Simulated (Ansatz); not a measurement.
**AlO (quartet): wave-function methods side by side at distance Al1–O2 = 2.175 Å, 6-31G**

Aim: climb from Hartree-Fock through coupled cluster and multireference methods for AlO (quartet) at one geometry and basis, and see what each rung misses.

The runs use Ansatz 0.2.0, Gaussian basis; 6-31G, core rule «outside noble gas», up to 6 orbitals frozen.

To be run: UHF; CCSD(T) on ROHF; CCSD(T) on UHF; BCCD(T) on ROHF; CISD; CCSDT(Q) on ROHF; CCSDT(Q) on UHF; CISDTQ; CCSDTQ on ROHF; CCSDTQ on UHF; CASSCF and MRCISD+Q, 5 electrons in 5 orbitals; CASSCF and NEVPT2, 5 electrons in 5 orbitals; Full CI.

32 further runs of the same task are left out: 10 for a known fault of the program, 16 that didn't finish, 6 set aside as unsound or not needed.

### Step 1. The system

The geometry derives from a PBE0/def2-TZVP stationary point (not a proven minimum). One bond is set to the value named and the two fragments are kept rigid.

2 atoms, charge 0, spin multiplicity 4.

Atoms are counted from 1 here; the program's logs count them from 0.

Bond lengths: Al1–O2 2.175 Å.

### Step 2. UHF

in.yaml

```yaml
crystal:
  periodic: [false, false, false]
  atoms:
    - {symbol: Al, position_ang: [0.000000, 0.000000, 0.000000]}
    - {symbol: O, position_ang: [0.000000, 0.000000, 2.175000]}
basis:
  gaussian: {orbitals: 6-31G}
magnetization: {spin_polarized: true, initial_magnetization: 3}
hamiltonian: {xc: hf}
output: {orbitals: {seedname: orbitals}}
```

Launch:

```sh
> ansatz run in.yaml --threads 1 --pin off --events-out ev --progress --plain --max-ram 2393MiB
```

After this run come: CCSD(T) on ROHF; CCSD(T) on UHF; BCCD(T) on ROHF; CISD; CCSDT(Q) on ROHF; CCSDT(Q) on UHF; CISDTQ; CCSDTQ on ROHF; CCSDTQ on UHF; CASSCF and MRCISD+Q, 5 electrons in 5 orbitals; CASSCF and NEVPT2, 5 electrons in 5 orbitals; Full CI.

Before running them: what should the planned runs give, taken together? Wanted: FCI below the RHF energy; RMP2 from FCI; UMP2 from FCI; RCCSD from FCI; RCCSD(T) from FCI; RCCSDT(Q) from FCI; T1 diagnostic; effectively unpaired electrons.

As calculated:

| quantity | value |
| --- | --- |
| FCI below the RHF energy | -3.6147 eV |
| RMP2 from FCI | +64.4 kJ/mol |
| UMP2 from FCI | +88.8 kJ/mol |
| RCCSD from FCI | +25.2 kJ/mol |
| RCCSD(T) from FCI | +14.5 kJ/mol |
| RCCSDT(Q) from FCI | -0.2 kJ/mol |
| levels within 1 kcal/mol (43 meV) | CISDTQ, RCCSDT(Q), RCCSDTQ |
| T1 diagnostic | 0.054 |
| effectively unpaired electrons | 3.43 |

RCCSD(T) lands +14.5 kJ/mol from the yardstick (4.2 % of the correlation energy). RCCSDT(Q) falls below full CI, which methods that aren't variational can do. The occupations show some static correlation. Coupled cluster took another determinant than the lowest Hartree-Fock one. These misses are within one basis, not against nature; the frozen cores of restricted and unrestricted runs differ, which can shift their rows.
